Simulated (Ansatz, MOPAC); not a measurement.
Diamond-structure Si, band gap

Reference value: 1.23 eV (measured, zero-point renormalisation of 0.06 eV added back here (the table's ZPR column); inputs from Chen et al. (2018), doi:10.1103/physrevmaterials.2.073803).

Task: What do MNDO semi-empirical Hartree-Fock (MOPAC), PBE, r²SCAN-D4, PBE0, Hartree–Fock give, and how far is each from the reference?

Result: 
```csv
level (code),value (eV),cell (Å³/atom),error (eV)
MNDO semi-empirical Hartree-Fock (MOPAC),11.10,14.17,+9.87
PBE (Ansatz),0.57 (indirect),20.01,-0.66
r²SCAN-D4 (Ansatz),0.76,20.00,-0.47
PBE0 (Ansatz),1.76 (indirect),20.01,+0.53
Hartree–Fock (Ansatz),6.34 (indirect),20.01,+5.11
```

Leaving aside MNDO semi-empirical Hartree-Fock (MOPAC) (doubt noted below): Once the reference is moved by up to 0.10 eV (a margin picked here for doubts on the reference and the settings) and values within 0.03 eV count as equal, the nearest can be r²SCAN-D4 (-0.47 eV) or PBE0 (+0.53 eV). Among them Hartree–Fock (+5.11 eV) misses by most. No level tried lands within 0.3 eV.

Semilocal Kohn–Sham gaps run low as a rule, and all computed gaps are for a static lattice, while measured ones hold electron–phonon shifts unless said otherwise.  MNDO semi-empirical Hartree-Fock (MOPAC), r²SCAN-D4: the gap is read on the k mesh or supercell of the run alone and can be too large. MNDO semi-empirical Hartree-Fock (MOPAC): the cell moved over 20 % in volume from its start. MNDO semi-empirical Hartree-Fock (MOPAC): the method was fitted mainly to molecules. MNDO semi-empirical Hartree-Fock (MOPAC): gaps of these semi-empirical methods are Hartree–Fock-like level differences, and their formation enthalpies are fitted 298 K values. Values are at the measured cell; MNDO semi-empirical Hartree-Fock (MOPAC) at the level's own relaxed cell; r²SCAN-D4 at the level's own relaxed cell. Cutoffs and k meshes differ between the levels. Ansatz's density-functional and Hartree–Fock values are scalar-relativistic unless marked +SOC, with PAW data made under PBE.

Differences are worked out from the printed values.

Ansatz is a program for electronic structure.
